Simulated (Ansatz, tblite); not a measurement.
Spin states of the cluster C3⁻ (the lowest doublet isomer of a short search), each relaxed with PBE0-D4/def2-TZVPD in Ansatz. Electronic energies in the gas phase.

The xTB rows come from tblite. B3LYP takes the VWN-RPA correlation. Correlated methods freeze 3 core orbitals. In CCSD on the charge -1 quartet the largest single amplitude is 0.21, so its Hartree–Fock determinant may place the open shell otherwise than the density functionals do. The structure comes from a short search, and lower isomers may exist.

Doublet geometry (D∞h within 0.1 Å):

```xyz
3

C     0.0000    0.0000    0.0000
C     0.5949    0.9651    0.6390
C    -0.5949   -0.9651   -0.6390
```

Quartet geometry (D∞h within 0.1 Å):

```xyz
3

C     0.0000    0.0000    0.0000
C     0.4447   -0.3086    1.1895
C    -0.4447    0.3086   -1.1895
```

⟨S²⟩: doublet 0.77 at PBE0-D4/def2-TZVPD (pure 0.75), quartet 3.84 at PBE0-D4/def2-TZVPD (pure 3.75).

Run but left out: HF/6-31G, HF/def2-TZVPD, HF/def2-TZVPPD, MP2/def2-TZVPD, MP2/def2-TZVPPD (quartet: ⟨S²⟩ 4.08, where a pure state has 3.75).

Only these spin states were relaxed.

| level | quartet − doublet (kJ/mol) | lowest of these | remarks |
| --- | --- | --- | --- |
| GFN1-xTB | 144.2 | doublet | – |
| GFN2-xTB | 172.9 | doublet | – |
| PBE-D4/def2-TZVPD | 164.0 | doublet | HOMO above zero (doublet), HOMO above zero (quartet) |
| BLYP-D4/def2-TZVPD | 180.6 | doublet | HOMO above zero (doublet), HOMO above zero (quartet) |
| r2SCAN-D4/def2-TZVPD | 156.8 | doublet | HOMO above zero (doublet), HOMO above zero (quartet) |
| B97M-V/def2-TZVPD | 195.5 | doublet | HOMO above zero (doublet), HOMO above zero (quartet) |
| r2SCANh-D4/def2-TZVPD | 163.6 | doublet | HOMO above zero (doublet), HOMO above zero (quartet) |
| B3LYP-D4/6-31G | 174.4 | doublet | HOMO above zero (doublet), HOMO above zero (quartet) |
| PBE0-D4/def2-TZVPD | 184.9 | doublet | HOMO above zero (doublet) |
| r2SCAN0-D4/def2-TZVPD | 167.0 | doublet | spin-contaminated (⟨S²⟩ 3.87) (quartet) |
| RPA@PBE/def2-TZVPD | 178.5 | doublet | – |
| CCSD/def2-TZVPPD | 194.4 | doublet | large T1 (0.068) (quartet), spin-contaminated (⟨S²⟩ 0.87) (doublet), spin-contaminated (⟨S²⟩ 4.08) (quartet) |
| CCSD(T)/def2-TZVPPD | 199.3 | doublet | large T1 (0.068) (quartet), spin-contaminated (⟨S²⟩ 0.87) (doublet), spin-contaminated (⟨S²⟩ 4.08) (quartet) |

Change of the quartet − doublet gap on mixing in exact exchange, in kJ/mol: PBE to PBE0 (25 % exact exchange) 20.9; r2SCAN to r2SCANh (10 % exact exchange) 6.8; r2SCAN to r2SCAN0 (25 % exact exchange) 10.3.

The xTB methods have no spin-polarisation term.
